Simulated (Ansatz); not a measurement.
A nudged elastic band was laid between two geometries of BClH4S (7 atoms, charge 0, multiplicity 1).

All numbers below come from RKS B3LYP/def2-SVP in Ansatz 0.2.0.

| Property | Result |
| --- | --- |
| movable images | 5 |
| climbing image | yes |
| spring | 5.0 eV/Å² |
| optimiser | quadratic models (default) |
| start path | through a guess of the saddle point |
| force threshold | 0.03 eV/Å |
| iteration limit | 60 |
| end points | relaxed |

First end point:

```xyz
7
Properties=species:S:1:pos:R:3
B 0.028 -0.067 0.103
Cl -0.607 0.580 1.691
H 1.204 0.124 -0.101
H -0.730 0.023 -0.833
S 0.078 -2.185 0.264
H -1.158 -2.410 0.774
H 0.668 -2.314 1.477
```

Last end point:

```xyz
7
Properties=species:S:1:pos:R:3
B 0.144 -0.581 -0.540
Cl -0.139 0.171 3.041
H 1.203 -0.018 -0.581
H -0.888 -0.063 -0.863
S 0.200 -2.276 0.019
H -1.119 -2.579 -0.054
H 0.081 -0.903 2.351
```

(1) What changes between the two ends?

(2) Give the energies along the band, and the barrier.

(3) What is the geometry of the highest image?

(4) What are the harmonic wavenumbers there?

Answers

(1) Bonds broken: B1–Cl2, S5–H7. Bonds formed: Cl2–H7. BClH4S becomes BH3S + ClH.

(2) The forces met the threshold. The highest image is number 3 of 0 to 6, 18.9 kcal/mol above the first end and 14.4 kcal/mol above the last; the last end lies 4.5 kcal/mol above the first. A vibrational analysis at the climbing image gives one clearly imaginary mode, 777i cm⁻¹: a first-order saddle point. The orbitals stay closed-shell, which can raise the energy where a bond breaks towards radicals; this wasn't checked here.

```tsv
image	path coordinate (Å)	energy (kcal/mol)	B1–Cl2 (Å)	S5–H7 (Å)	Cl2–H7 (Å)
0	0.00	0.0	1.83	1.36	3.17
1	0.60	0.9	1.83	1.35	2.84
2	1.21	5.9	1.88	1.37	2.19
3	1.81	18.9	2.14	1.72	1.51
4	2.34	10.2	2.66	2.18	1.32
5	2.86	5.3	3.18	2.53	1.30
6	3.39	4.5	3.67	2.71	1.30
```

(3) 
```xyz
7
Properties=species:S:1:pos:R:3:forces:R:3
B 0.119 -0.360 -0.046 0.00 0.00 0.00
Cl -0.218 0.185 2.001 0.00 0.00 0.00
H 1.202 0.093 -0.292 0.00 0.00 0.00
H -0.869 -0.033 -0.640 0.00 0.00 0.00
S 0.263 -2.266 0.342 0.00 0.00 0.00
H -1.052 -2.583 0.270 0.00 0.00 0.00
H 0.036 -1.285 1.739 0.00 0.00 0.00
```

(4) 777i, 322, 345, 434, 595, 650, 757, 904, 915, 1028, 1136, 1239, 2599, 2662, 2724 cm⁻¹.

Time of the run: 5 min on 1 thread of Arm Neoverse N1 (shared host), peak memory 0.13 GiB.
